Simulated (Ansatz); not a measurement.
# Al2C (quintet): wave-function methods side by side, cc-pVDZ

An exercise on one series of results from a longer session: the logs are not shown, and one member is left open.

Method: cc-pVDZ, core rule «outside noble gas», up to 11 orbitals frozen; program: Ansatz 0.2.0, Gaussian basis.

To be run: UHF; CCSD(T) on ROHF; CCSD(T) on UHF; BCCD(T) on ROHF; CISD; CCSDT(Q) on ROHF; CCSDT(Q) on UHF; CASSCF and MRCISD+Q, 10 electrons in 11 orbitals; CASSCF and NEVPT2, 10 electrons in 11 orbitals.

33 further runs of the same task are left out: 17 that didn't finish, 16 set aside as unsound or not needed.

## The system

The geometry is a PBE0/def2-TZVP stationary point (not a proven minimum) of the parent state, kept for this charge and spin.

3 atoms, charge 0, spin multiplicity 5.

Atoms are counted from 1 here; the program's logs count them from 0.

Bond lengths: Al1–Al2 2.681 Å, Al2–C3 1.896 Å. Angles: Al1–Al2–C3 180.0°.

Set-up of the first run:

File in.yaml:

```yaml
crystal:
  periodic: [false, false, false]
  atoms:
    - {symbol: Al, position_ang: [0.000000, 0.000000, 2.419367]}
    - {symbol: Al, position_ang: [0.000000, 0.000000, -0.261933]}
    - {symbol: C, position_ang: [0.000000, 0.000000, -2.157433]}
basis:
  gaussian: {orbitals: cc-pVDZ}
magnetization: {spin_polarized: true, initial_magnetization: 4}
hamiltonian: {xc: hf}
output: {orbitals: {seedname: orbitals}}
```

On the command line:

```sh
$ ansatz run in.yaml --threads 1 --pin off --events-out ev --progress --plain --max-ram 2393MiB
```

Among the steps run: UHF; CCSD(T) on ROHF; CCSD(T) on UHF; BCCD(T) on ROHF; CISD; CCSDT(Q) on ROHF; CCSDT(Q) on UHF; CASSCF and MRCISD+Q, 10 electrons in 11 orbitals; CASSCF and NEVPT2, 10 electrons in 11 orbitals.

One of the session's tables, all rows but one given; the rest of the session is left out.

```
           method  from RCCSDT(Q) (kcal/mol)
             ROHF                    +129.39
              UHF                    +126.84
             RMP2                     +36.19
             UMP2                     +36.05
             CISD                     +18.50
            RCCSD                      +7.74
            UCCSD                      +7.63
         RCCSD(T)                      +2.38
         UCCSD(T)                      +2.36
          BCCD(T)                      +2.13
           RCCSDT                          ?
           UCCSDT                      +0.48
        RCCSDT(Q)                          0
        UCCSDT(Q)                      -0.04
  CASSCF frontier                     +91.01
  NEVPT2 frontier                     +22.11
  MRCISD frontier                      +8.21
MRCISD+Q frontier                      +0.59
```

**Question.** Estimate the row for RCCSDT.

**Answer.** from RCCSDT(Q) (kcal/mol): +0.51. In the column «from RCCSDT(Q) (kcal/mol)» it lies between UCCSDT (+0.48) and MRCISD+Q frontier (+0.59).

To keep in mind: Warnings: spin contamination; coupled cluster took another determinant than the lowest; large T1 diagnostic. Restricted and unrestricted rows rest on different reference determinants; where their highest levels disagree by more than a few hundredths of an eV, they describe different states and don't form one ladder.
